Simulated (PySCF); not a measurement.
**A geometry optimisation of BNS with PBE0-D4/def2-TZVP**

The starting geometry of this gas-phase singlet was optimised with GFN2-xTB.

```xyz
3

B     0.1685    0.0707    0.0404
N     0.2109   -0.3504   -1.1561
S    -1.1303    1.1583    0.0528
```

Q: Predict what becomes of its bonds when it is optimised with PBE0-D4/def2-TZVP.

A: It keeps its bonds.

The energy falls by 0.42 eV over 15 steps:

```
step  E − E(last) (eV)
   1             0.424
   3             0.287
   4             0.183
   6             0.015
   7             0.000
   9             0.004
  10             0.001
  12             0.000
  13             0.000
  15             0.000
```

Final geometry (Å):

```xyz
3

B    -0.1840    0.2263   -0.4084
N     0.5878   -0.6365   -1.0685
S    -1.1502    1.2919    0.4130
```

No frequencies were run, so the end isn't proven a minimum. Run with PySCF 2.14.0, 50 s on 2 threads of Intel(R) Xeon(R) Processor @ 2.70GHz (shared host).
